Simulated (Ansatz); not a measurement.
Li3H4⁻, relaxed as a singlet with RKS r2SCAN-D4/def2-TZVPD in Ansatz, starting from the r2SCAN-D4/def2-TZVP geometry of the neutral doublet. Force threshold 0.02 eV/Å.

A triplet lies near this restricted singlet, and broken spin symmetry wasn't tried. The highest occupied level of the relaxed charge -1 singlet lies above zero (up to 1.21 eV). By energy differences its removal costs 0.21 eV (each at its own geometry, to the charge 0 doublet, at PBE0-D4/def2-TZVPD). In the charge -1 singlet, H4 and H6 lie 0.76 Å apart (atoms count from 1), so H2 has formed as a molecule. The structure comes from a short search, and lower isomers may exist.

Start:

```xyz
7

Li    1.6177   -1.6910    1.1550
Li   -0.5159   -1.7704   -0.6649
Li    0.1865    0.8349    0.2579
H    -0.2857    2.8794    0.1275
H    -0.8544   -0.0901   -0.7358
H    -0.7764    2.5502   -0.3372
H     0.6283   -2.7130    0.1973
```

```
        step  energy (eV)  largest force component (eV/Å)  SCF passes
           1    -677.4595                           0.351          31
           2    -677.5143                           0.123          39
           3    -677.5329                           0.130          35
4 (rejected)    -677.5104                           0.402          35
           5    -677.5361                           0.172          33
           6    -677.5393                           0.130          36
           7    -677.5425                           0.044          35
           8    -677.5432                           0.026          34
           9    -677.5435                           0.023          35
          10    -677.5435                           0.009          28
```

Force components are those of the run's own axes.

End:

```xyz
7

Li    1.650   -1.875    1.161
Li   -0.412   -1.559   -0.545
Li    0.384    0.903    0.434
H    -0.471    2.898   -0.032
H    -0.817    0.121   -0.679
H    -0.859    2.379   -0.426
H     0.526   -2.867    0.087
```

By distances, no bond broke or formed. The bond that changes most is Li1–H7, from 1.71 to 1.84 Å (atoms count from 1).

No frequencies were taken in this run, so the end may be a saddle point.

Run time 9.5 s (4 threads of Arm Neoverse V2 on a shared host).
